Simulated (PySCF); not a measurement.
# diphosphorus: adiabatic energies of losing or gaining an electron at several levels

Structure: `P#P` (P2).

All levels share the PBE0-D3(BJ)/ma-def2-SVP structures and the PBE0-D3(BJ)/ma-def2-SVP thermal terms; only the single-point energies (PySCF) change. Values are adiabatic energies of losing or gaining an electron (0 K, eV).

Measured (NIST Chemistry WebBook): adiabatic ionisation energy 10.53 eV; adiabatic electron affinity 0.59 eV.

```
                    level  electron affinity to the radical anion  ionisation energy to the radical cation     time
           HF/aug-cc-pVTZ                                    0.28                                     9.22    2.5 s
          MP2/aug-cc-pVTZ                                    0.45                                    10.62     16 s
      CCSD(T)/aug-cc-pVTZ                                    0.56                                    10.42  4.1 min
ωB97X-D3(BJ)/ma-def2-TZVP                                    0.72                                    10.41        –
```

Times are wall times for all single points of a level on 1 thread of Arm Neoverse V1, a shared host; the dash marks the run that also made the structures.

Hartree-Fock leaves out electron correlation, so its ionisation energies and electron affinities from energy differences come out too low, often by 1 eV or more.

The widest spread is that of ionisation energy to the radical cation: 1.40 eV, from 9.22 to 10.62.
